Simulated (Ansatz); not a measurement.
## How far each method lies from UCCSDT(Q) for [Br···H···Si], triplet

Geometry: a point of a hydrogen-transfer path between rigid fragments, not a stationary point.

```xyz
3

Br    0.0000    0.0000   -1.7867
H     0.0000    0.0000   -0.0427
Si    0.0000    0.0000    1.8293
```

Basis cc-pVTZ; Ansatz 0.2.0. Correlated methods freeze the noble-gas cores and the filled d shells of p-block atoms, which leaves 12 electrons in 72 orbitals. Prefix R: restricted or restricted open-shell reference; prefix U: unrestricted. Active spaces: pair = (4e, 4o) about the gap; valence = (12e, 9o) chosen from the atoms' valence shells. No spin–orbit coupling is included, and no scalar relativity.

Full CI isn't at hand for all of this; UCCSDT(Q) serves as the reference, and is uncertain by about the last step of the cluster series. The frozen core follows each run's orbitals, which can shift R against U totals by a few meV for light atoms and by up to 0.1 eV past Ca.

* UHF ⟨S²⟩: 2.054
* T1 diagnostic (RCCSD): 0.0234
* largest doubles amplitude (RCCSD): 0.071
* T1 diagnostic (UCCSD): 0.0169

```json
{"level": "UHF", "E − E(RHF) (eV)": "-0.2596"}
{"level": "UMP2", "E − E(RHF) (eV)": "-6.7783"}
{"level": "UCCSD", "E − E(RHF) (eV)": "-7.7837"}
{"level": "UCCSD(T)", "E − E(RHF) (eV)": "-8.0873"}
```

Problem. Estimate how far UCCSDT(Q) in cc-pVTZ lies from UCCSD(T). The table doesn't fix it; the size of (T) and the diagnostics are the guide.

Solution. UCCSDT(Q) in cc-pVTZ lies 55 meV below UCCSD(T), which is 18 % of the (T) step (-304 meV). The diagnostics are small and the rest is a small part of (T), but (T) is large here. The miss exceeds 1 kcal/mol.

The other levels:

```json
{"level": "UCCSDT", "E − E(UCCSDT(Q)) (meV)": "15", "share of correlation (%)": "99.82", "wall time": "–"}
```

The correlation energy at UCCSDT(Q), counted from RHF, is -8.143 eV. That run took 28 s on 2 threads of AMD EPYC 7R13 with a shared H100 80 GB, shared host.

Run but not shown, since their state or frozen core can't be matched to the reference's or they repeat it: RHF, RMP2, RCCSD, RCCSD(T), BCCD(T), RCCSDT, RCCSDT(Q), CASSCF (pair space), NEVPT2 (pair space), MRCISD (pair space), MRCISD+Q (pair space), CASSCF (valence space), NEVPT2 (valence space), MRCISD (valence space), MRCISD+Q (valence space).

Times hold each run's SCF and search for its determinant on a shared host, so for small cases they say little of a method's own cost; they ran on 1 thread of AMD EPYC 7R13.

Natural occupations of CASSCF (valence space) about the gap: 1.999 1.999 1.966 1.940 1.000 1.000 0.051 0.045; effectively unpaired electrons, Σ n²(2−n)², 2.04.
